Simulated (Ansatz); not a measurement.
# AlSi (quartet): wave-function methods side by side at distance Si1–Al2 = 4.359 Å, cc-pVDZ

One table from this session's results is given with a row withheld; the runs are named, their logs left out.

Method: cc-pVDZ, core rule «outside noble gas», up to 10 orbitals frozen; program: Ansatz 0.2.0, Gaussian basis.

To be run: UHF; CCSD(T) on ROHF; CCSD(T) on UHF; BCCD(T) on ROHF; CISD; CCSDT(Q) on ROHF; CCSDT(Q) on UHF; CASSCF and MRCISD+Q, 5 electrons in 5 orbitals; CASSCF and NEVPT2, 5 electrons in 5 orbitals; CASSCF and MRCISD+Q, 7 electrons in 8 orbitals; CASSCF and MRCISD+Q(relaxed), 7 electrons in 8 orbitals; CASSCF and NEVPT2, 7 electrons in 8 orbitals; Full CI.

23 further runs of the same task are left out: 19 that didn't finish, 4 set aside as unsound or not needed.

## What is computed

The geometry derives from a PBE0/def2-TZVP stationary point (not a proven minimum). One bond is set to the value named and the two fragments are kept rigid.

2 atoms, charge 0, spin multiplicity 4.

Atoms are counted from 1 here; the program's logs count them from 0.

No contacts short enough for the rule that draws bonds.

As a file:

| atom | x (Å) | y (Å) | z (Å) |
| --- | --- | --- | --- |
| Si1 | 0.0000 | 0.0000 | 0.0000 |
| Al2 | 0.0000 | 0.0000 | 4.3590 |

Set-up of the first run:

in.yaml reads:

```yaml
crystal:
  periodic: [false, false, false]
  atoms:
    - {symbol: Si, position_ang: [0.000000, 0.000000, 0.000000]}
    - {symbol: Al, position_ang: [0.000000, 0.000000, 4.359000]}
basis:
  gaussian: {orbitals: cc-pVDZ}
magnetization: {spin_polarized: true, initial_magnetization: 3}
hamiltonian: {xc: hf}
output: {orbitals: {seedname: orbitals}}
```

Command:

```console
$ ansatz run in.yaml --threads 1 --pin off --events-out ev --progress --plain --max-ram 2393MiB
```

Among the steps run: UHF; CCSD(T) on ROHF; CCSD(T) on UHF; BCCD(T) on ROHF; CISD; CCSDT(Q) on ROHF; CCSDT(Q) on UHF; CASSCF and MRCISD+Q, 5 electrons in 5 orbitals; CASSCF and NEVPT2, 5 electrons in 5 orbitals; CASSCF and MRCISD+Q, 7 electrons in 8 orbitals; CASSCF and MRCISD+Q(relaxed), 7 electrons in 8 orbitals; CASSCF and NEVPT2, 7 electrons in 8 orbitals; Full CI.

One of the session's tables, all rows but one given; the rest of the session is left out.

```
       method  from FCI (meV)
         ROHF         +3400.9
          UHF         +3229.4
         RMP2         +1105.5
         UMP2         +1109.5
         CISD          +350.2
        RCCSD          +160.6
        UCCSD          +154.8
     RCCSD(T)           +92.7
     UCCSD(T)           +93.9
      BCCD(T)           +94.1
       RCCSDT               ?
       UCCSDT           +30.1
    RCCSDT(Q)            +6.2
    UCCSDT(Q)           +10.9
  CASSCF pair         +3039.5
  MRCISD pair          +320.9
MRCISD+Q pair           +23.1
          FCI               0
```

**Question.** Estimate the row for RCCSDT.

The run gave: from FCI (meV): +26.4. In the column «from FCI (meV)» it lies between MRCISD+Q pair (+23.1) and UCCSDT (+30.1).

Among the levels timed on like hardware and quicker than the yardstick, those that no quicker one beats, quickest first: CISD (2.2 s, +350.2 meV); RCCSD(T) (6 s, +92.7 meV); MRCISD+Q pair (11 s, +23.1 meV); RCCSDT(Q) (13 s, +6.2 meV).

Not comparable, so not listed: CASSCF and NEVPT2, 5 electrons in 5 orbitals (they don't share determinant, frozen orbitals or solution with the rows shown, or repeat one).

Limits of these values: The yardstick is full CI for this spin, exact in this basis with these frozen cores. Left out of the table: CASSCF valence, NEVPT2 valence, MRCISD valence, MRCISD+Q valence (the active space lost an orbital or holds another state than full CI finds). Left out of the table: MRCISD+Q(relaxed) valence (another determinant or state than the rows shown). Levels on UHF freeze UHF's core orbitals, full CI those of ROHF, so the U rows can settle a little off it for that reason alone. Restricted and unrestricted rows rest on different reference determinants; where their highest levels disagree by more than a few hundredths of an eV, they describe different states and don't form one ladder. Warnings in the runs' records: passed over end.
